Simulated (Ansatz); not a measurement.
Cost and result for the atomization energy of C$_{4}$H$_{6}$F$_{2}$ (`F[C@H]1C[C@H](F)C1`) (12 atoms, 12 bonds).

```xyz
12

F    -0.2407    1.1924    1.6669
C     0.5292    0.7054    0.6241
C     0.4419   -0.8229    0.5487
C    -0.6958   -0.6488   -0.4615
F    -0.6734   -1.4850   -1.5515
C    -0.2326    0.7907   -0.7030
H     1.5115    1.1733    0.6981
H     0.2471   -1.3557    1.4788
H     1.3220   -1.2396    0.0553
H    -1.6883   -0.7144   -0.0112
H    -0.9793    1.5783   -0.7972
H     0.4585    0.8264   -1.5474
```

The species carries charge 0 and has multiplicity 1. The structure was optimised at the PBE0-D4/def2-TZVP level. Program: Ansatz. All runs use 4 threads of an Arm Neoverse V2 on a shared host. Times are those of one run each, without the atoms' runs, and a repeat can differ threefold. Electronic energies, without spin–orbit coupling; frozen cores. CCSD(T)/CBS adds CCSD(T) − MP2 in def2-TZVPP to the MP2 limit, and its time is that of the two runs behind it. T1 = 0.011.

CCSD(T)/CBS is a level of theory with its own doubt, some kJ/mol a heavy atom from the limit and from the frozen cores, so smaller differences don't rank the functionals.

```json
{"level": "LDA (SPW92)/def2-TZVPP", "functions": "270", "wall time": "1.1 s"}
{"level": "BLYP-D4/def2-TZVPP", "functions": "270", "wall time": "2 s"}
{"level": "PBE-D4/def2-TZVPP (with forces)", "functions": "270", "wall time": "2.4 s"}
{"level": "PBE0-D4/def2-TZVPP", "functions": "270", "wall time": "2.7 s"}
{"level": "CAM-B3LYP-D4/def2-TZVPP", "functions": "270", "wall time": "2.9 s"}
{"level": "CCSD(T)/def2-SVP", "functions": "114", "wall time": "3.4 s"}
{"level": "r2SCAN-D4/def2-TZVPP (with forces)", "functions": "270", "wall time": "4.3 s"}
{"level": "r2SCANh-D4/def2-TZVPP", "functions": "270", "wall time": "4.5 s"}
{"level": "ωB97X-V/def2-TZVPP", "functions": "270", "wall time": "7 s"}
{"level": "ωB97M-V/def2-TZVPP (with forces)", "functions": "270", "wall time": "9.5 s"}
{"level": "MP2/def2-QZVPP", "functions": "522", "wall time": "25 s"}
{"level": "CCSD(T)/def2-TZVPP", "functions": "270", "wall time": "78 s"}
{"level": "CCSD(T)/CBS(def2)", "functions": "–", "wall time": "100 s"}
```

Problem. What atomization energy does each give, and how far from CCSD(T)/CBS? (Best estimate.)

Solution. The calculation gave: 
```
                             level  atomization (kJ/mol)  difference from CCSD(T)/CBS  per bond
            LDA (SPW92)/def2-TZVPP                5715.0                        816.5      68.0
                BLYP-D4/def2-TZVPP                4891.8                         -6.7      -0.6
   PBE-D4/def2-TZVPP (with forces)                5059.2                        160.7      13.4
                PBE0-D4/def2-TZVPP                4956.0                         57.5       4.8
           CAM-B3LYP-D4/def2-TZVPP                4932.1                         33.6       2.8
                  CCSD(T)/def2-SVP                4699.6                       -198.9     -16.6
r2SCAN-D4/def2-TZVPP (with forces)                4923.6                         25.1       2.1
             r2SCANh-D4/def2-TZVPP                4890.9                         -7.6      -0.6
                ωB97X-V/def2-TZVPP                4923.1                         24.6       2.0
  ωB97M-V/def2-TZVPP (with forces)                4924.1                         25.6       2.1
                    MP2/def2-QZVPP                4962.1                         63.6       5.3
                CCSD(T)/def2-TZVPP                4783.3                       -115.2      -9.6
                 CCSD(T)/CBS(def2)                4898.5                          0.0       0.0
```

In def2-TZVPP, CCSD(T) changes the Hartree–Fock value by +1205.8 kJ/mol (the triples alone add +75.8 kJ/mol) and MP2 by +1317.0 kJ/mol; breaking electron pairs costs correlation energy, which Hartree–Fock lacks. From r2SCAN to r2SCAN0 (25 % exact exchange), in def2-TZVPP and without D4, the atomization energy moves by −79.9 kJ/mol: exact exchange takes away binding that semilocal exchange gives to molecules. The D4 term adds +33.4 kJ/mol with B3LYP and +17.3 kJ/mol with PBE0; it sums over pairs of atoms, weighted by their polarisabilities, and B3LYP, whose exchange is more repulsive, gets the larger term.

B3LYP here is the variant with VWN-RPA as its local correlation; programs differ in this.
